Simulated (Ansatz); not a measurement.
`CSCF` + H₂ → `CSC` + H–F at 600 K and 1 bar (hydrogenolysis of a C–F bond).

Isolated molecules relaxed with PBE0-D4/def2-TZVP in Ansatz; ΔE leaves out vibrations. CBS: MP2 limit from def2 TZ/QZ plus the TZ coupled-cluster correction, frozen cores. This one scheme is used for every species. One conformer a species, not always the lowest.

```json
{"species": "`CSCF`", "CCSD(T)/CBS energy (Eh)": "-576.66859", "H − E (kJ/mol)": "228.4", "S (J/(mol·K))": "378.6"}
{"species": "H₂", "CCSD(T)/CBS energy (Eh)": "-1.17544", "H − E (kJ/mol)": "43.9", "S (J/(mol·K))": "150.8"}
{"species": "`CSC`", "CCSD(T)/CBS energy (Eh)": "-477.48821", "H − E (kJ/mol)": "242.4", "S (J/(mol·K))": "347.0"}
{"species": "H–F", "CCSD(T)/CBS energy (Eh)": "-100.39570", "H − E (kJ/mol)": "42.3", "S (J/(mol·K))": "194.0"}
```

H − E and S are ideal-gas, rigid-rotor, harmonic terms from PBE0-D4/def2-TZVP, for one conformer and one mirror image of each species. For small species the MP2-based limit differs from directly extrapolated CCSD(T) by up to some mEh (0.8 for H₂); such offsets cancel only in part. 1 Eh = 2625.50 kJ/mol, R = 8.31446 J/(mol·K).

**Question.** By hand: ΔE, ΔH, ΔS and ΔG.

**Answer.** ΔE = (-477.48821) + (-100.39570) − (-576.66859) − (-1.17544) = -0.03988 Eh = -104.7 kJ/mol. Δ(H − E) = 242.4 + 42.3 − 228.4 − 43.9 = 12.4, so ΔH = -92.3 kJ/mol. ΔS = 347.0 + 194.0 − 378.6 − 150.8 = 11.6 J/(mol·K). ΔG = -92.3 − 600 × (11.6)/1000 = -99.3 kJ/mol.

**Question.** By hand: the equilibrium constant, and the temperature at which ΔG would vanish if ΔH and ΔS stayed fixed.

**Answer.** log₁₀ K = −ΔG/(RT ln 10) = 8.6. ΔH and −TΔS have one sign here, so there is no such temperature.

The number of gas molecules stays the same, so ΔS is small and ΔH decides. A doubt of 5 kJ/mol in ΔE shifts log₁₀ K by 0.4 here. Other conformers and mirror images would add mixing entropy, several J/(mol·K) or more a flexible species. These are equilibria of isolated gas molecules and say nothing of rates. Largest T1 diagnostic: 0.011 (customary marks: 0.02 for closed shells, 0.045 for open ones).

ΔS is within the doubt of such terms, so its sign, and with it that verdict, could turn.
